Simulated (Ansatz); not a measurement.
Ansatz (a quantum-chemistry and plane-wave program) input (CCSD(T)/STO-3G):

Ansatz 0.2 input:
```yaml
crystal:
  periodic: [false, false, false]
  atoms:
    - {symbol: C, position_ang: [0.00521638, -0.17027709, -0.33328643]}
    - {symbol: C, position_ang: [-0.01052946, 0.18692732, 0.99931659]}
    - {symbol: F, position_ang: [1.10857734, -0.14681244, -1.04645536]}
    - {symbol: F, position_ang: [-1.08739666, -0.18149448, -1.06310615]}
    - {symbol: N, position_ang: [-0.02267823, 0.40783727, 2.14141037]}
basis:
  gaussian:
    orbitals: STO-3G
magnetization: {spin_polarized: true, initial_magnetization: 1}
correlation: {method: ccsd_t, electrons: outside_noble_gas}
```

Output:

```
Functional definition: HF
integrals: 0.00 GiB planned
358 factors; integrals over basis functions are off by at most 3.3e-5 eV
mean field: 0.07 GiB planned
mean field evaluation 1: about -8823.7791 eV, gradient 3.3e1 eV
mean field evaluation 2: about -8823.9150 eV, gradient 3.4e1 eV
mean field evaluation 4: about -8831.1211 eV, gradient 4.2e0 eV
mean field evaluation 8: about -8831.5299 eV, gradient 7.0e-1 eV
mean field evaluation 16: about -8831.5938 eV, gradient 1.4e-6 eV
mean field evaluation 32: about -8825.0194 eV, gradient 7.5e-1 eV
mean field -8831.59379961 eV, -324.5550858665 hartree, gradient 2.0e-6 eV, S^2 1.047710; 0 other end points of the search recorded, 0 dependent functions left out
5 core orbitals not correlated
reference -8831.59379961 eV, -324.5550858665 hartree; 14, 13 occupied and 6, 7 virtual orbitals, 358 factors
second order -4.89803957 eV of doubles, -0.00000000 eV of singles
coupled cluster: 0.06 GiB planned
cycle   1  -5.41692402 eV  change   -5.2e-1 eV  update   1.1e-1
cycle   2  -6.04256455 eV  change   -6.3e-1 eV  update   6.4e-2
cycle   3  -6.33756301 eV  change   -2.9e-1 eV  update   3.6e-2
cycle   4  -6.37033042 eV  change   -3.3e-2 eV  update   1.4e-2
cycle   5  -6.37126541 eV  change   -9.3e-4 eV  update   4.6e-3
cycle   6  -6.37443794 eV  change   -3.2e-3 eV  update   2.1e-3
cycle   7  -6.37435137 eV  change    8.7e-5 eV  update   9.7e-4
cycle   8  -6.37382404 eV  change    5.3e-4 eV  update   4.4e-4
cycle   9  -6.37414610 eV  change   -3.2e-4 eV  update   1.9e-4
cycle  10  -6.37431786 eV  change   -1.7e-4 eV  update   8.8e-5
cycle  11  -6.37432976 eV  change   -1.2e-5 eV  update   3.9e-5
cycle  12  -6.37431361 eV  change    1.6e-5 eV  update   1.9e-5
cycle  13  -6.37428007 eV  change    3.4e-5 eV  update   9.8e-6
coupled cluster: 0.06 GiB planned
perturbative correction -0.15041741 eV, -0.0055277379 hartree
Total energy: -8838.11849709 eV, -324.7948640763 hartree
```

It need not be the lowest isomer of its formula.

The determinant is spin-contaminated: <S^2> is 1.05 against 0.75 for a pure state.
